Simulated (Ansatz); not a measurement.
# SiHO+ (triplet): the correlation ladder, cc-pVDZ

How much of the correlation energy of SiHO+ (triplet) does each wave-function method recover here?

Method: cc-pVDZ, core rule «outside noble gas», up to 6 orbitals frozen; program: Ansatz 0.2.0, Gaussian basis.

To be run: UHF; CCSD(T) on ROHF; CCSD(T) on UHF; BCCD(T) on ROHF; CISD; CCSDT(Q) on ROHF; CCSDT(Q) on UHF; CASSCF and MRCISD+Q, 10 electrons in 9 orbitals; CASSCF and NEVPT2, 10 electrons in 9 orbitals.

30 further runs of the same task are left out: 9 for a known fault of the program, 6 that didn't finish, 15 set aside as unsound or not needed.

## Step 1: What is computed

The geometry is a PBE0/def2-TZVP stationary point (not a proven minimum) of the parent state, kept for this charge and spin.

3 atoms, charge 1, spin multiplicity 3.

Atoms are counted from 1 here; the program's logs count them from 0.

Bond lengths: Si1–O2 1.523 Å, Si1–H3 1.528 Å. Angles: O2–Si1–H3 118.9°.

Geometry (Å):

```xyz
3
charge 1, multiplicity 3
Si    0.0000   -0.1016    0.5148
O     0.0000    0.1077   -0.9938
H     0.0000    1.1216    1.4308
```

## Step 2: UHF

in.yaml reads:

```yaml
crystal:
  periodic: [false, false, false]
  atoms:
    - {symbol: Si, position_ang: [0.000000, -0.101589, 0.514766]}
    - {symbol: O, position_ang: [0.000000, 0.107669, -0.993765]}
    - {symbol: H, position_ang: [0.000000, 1.121646, 1.430812]}
basis:
  gaussian: {orbitals: cc-pVDZ}
total_charge: 1
magnetization: {spin_polarized: true, initial_magnetization: 2}
hamiltonian: {xc: hf}
output: {orbitals: {seedname: orbitals}}
```

Command:

```bash
ansatz run in.yaml --threads 1 --pin off --events-out ev --progress --plain --max-ram 2393MiB
```

After this run come: CCSD(T) on ROHF; CCSD(T) on UHF; BCCD(T) on ROHF; CISD; CCSDT(Q) on ROHF; CCSDT(Q) on UHF; CASSCF and MRCISD+Q, 10 electrons in 9 orbitals; CASSCF and NEVPT2, 10 electrons in 9 orbitals.

Q: Predict the results of all the runs planned. Wanted: UCCSDT(Q) below the RHF energy; RMP2 from UCCSDT(Q); UMP2 from UCCSDT(Q); RCCSD from UCCSDT(Q); RCCSD(T) from UCCSDT(Q); UCCSD(T) from UCCSDT(Q); RCCSDT(Q) from UCCSDT(Q); NEVPT2 valence from UCCSDT(Q); MRCISD+Q valence from UCCSDT(Q).

The runs gave:

| quantity | value |
| --- | --- |
| UCCSDT(Q) below the RHF energy | -6.3151 eV |
| RMP2 from UCCSDT(Q) | +20.71 kcal/mol |
| UMP2 from UCCSDT(Q) | +20.42 kcal/mol |
| RCCSD from UCCSDT(Q) | +4.45 kcal/mol |
| RCCSD(T) from UCCSDT(Q) | +1.08 kcal/mol |
| UCCSD(T) from UCCSDT(Q) | +1.06 kcal/mol |
| RCCSDT(Q) from UCCSDT(Q) | +0.08 kcal/mol |
| NEVPT2 valence from UCCSDT(Q) | +20.44 kcal/mol |
| MRCISD+Q valence from UCCSDT(Q) | +0.97 kcal/mol |
| levels within 1 kcal/mol (43 meV) | RCCSDT, UCCSDT, RCCSDT(Q), MRCISD+Q valence |
| T1 diagnostic | 0.034 |
| effectively unpaired electrons | 2.02 |

**Reading.** RCCSD(T) misses by +1.08 kcal/mol, 0.7 % of the correlation energy. One determinant dominates. Of the multireference levels listed MRCISD+Q valence comes nearest in total energy (+0.97 kcal/mol), which doesn't show that its space is the better one. These misses are within one basis, not against nature; the frozen cores of restricted and unrestricted runs differ, which can shift their rows.
